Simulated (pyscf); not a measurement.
HS–Si(Cl)(Cl)–Cl + hydrogen chloride (HCl) → H₂S + silicon tetrachloride (Cl–Si(Cl)(Cl)–Cl) (four-centre exchange; singlet surface; S–Si, Cl–H broken, H–S, Cl–Si formed). PySCF, gas phase, ωB97X-D3(BJ)/def2-SVP geometries. Energies in eV from the separated reactants.

| level | barrier | reaction energy |
|---|---|---|
| ωB97X-D3(BJ)/def2-TZVP | 1.29 | -0.31 |
| PBE/def2-TZVP | 1.09 | -0.32 |
| B3LYP-D3(BJ)/def2-TZVP | 1.28 | -0.34 |
| M06-2X/def2-TZVP | ? | -0.37 |
| ωB97M-D3(BJ)/def2-TZVP | 1.41 | -0.36 |
| HF/def2-TZVP | ? | ? |

### Question
Some entries are withheld; supply them.

### Answer

- M06-2X/def2-TZVP, barrier: 1.39
- HF/def2-TZVP, barrier: 2.37
- HF/def2-TZVP, reaction energy: -0.44

The functionals in the table span 0.31 eV in this barrier, from PBE to ωB97M-D3(BJ). This is the saddle that the search found; another between the same sides may lie lower.
